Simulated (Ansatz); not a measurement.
AsH$_{3}$, singlet: reading a ladder of total energies

Geometry: a point of a breathe scan, not a stationary point.

```yaml
atoms:
  - { symbol: As, position_ang: [0.0004, 0.0000, -0.0670] }
  - { symbol: H, position_ang: [2.5652, 0.0285, 1.6734] }
  - { symbol: H, position_ang: [-1.3217, 2.2139, 1.6532] }
  - { symbol: H, position_ang: [-1.2708, -2.2450, 1.6511] }
```

Basis 6-31G (Cartesian d functions); Ansatz 0.2.0. Only valence electrons are correlated (noble-gas cores and the filled d shells of p-block atoms frozen), which leaves 8 electrons in 21 orbitals. R marks a restricted (for open shells ROHF) determinant. No spin–orbit coupling is included, and no scalar relativity.

Full CI is exact within this basis and frozen core; it isn't the basis-set limit.

Runs differ by some tens of microhartree through their thresholds, so steps under 0.03 kcal/mol mean nothing.

| level | total energy (hartree) |
| --- | --- |
| RHF | -2235.056105 |
| RMP2 | -2235.246194 |
| RCCSD* | -2235.464138 |
| RCCSD(T)* | -2235.505228 |
| RCCSDT* | -2235.483324 |
| RCCSDT(Q)* | -2235.295892 |
| RCCSDTQ* | -2235.375746 |
| full CI | -2235.387453 |

Q: What is the correlation energy at full CI, and what share of it do RMP2 and RCCSDT(Q) recover?

A: E(corr) = -2235.387453 − (-2235.056105) = -0.331348 hartree = -9.016 eV. RMP2: -0.190089 / -0.331348 = 57.37 %. RCCSDT(Q): -0.239787 / -0.331348 = 72.37 %.

Q: By how many kcal/mol does RCCSD(T) miss full CI (1 hartree = 627.509 kcal/mol), and which steps make up the rest?

A: -2235.505228 − (-2235.387453) = -0.117775 hartree = -73.90 kcal/mol. Steps: RCCSDT − RCCSD(T) = 13.74, RCCSDT(Q) − RCCSDT = 117.62, RCCSDTQ − RCCSDT(Q) = -50.11, full CI − RCCSDTQ = -7.35 kcal/mol. With more than one leading determinant such errors change with state and geometry, and needn't cancel in differences.

An asterisk marks runs whose energy the program itself flagged as in doubt.
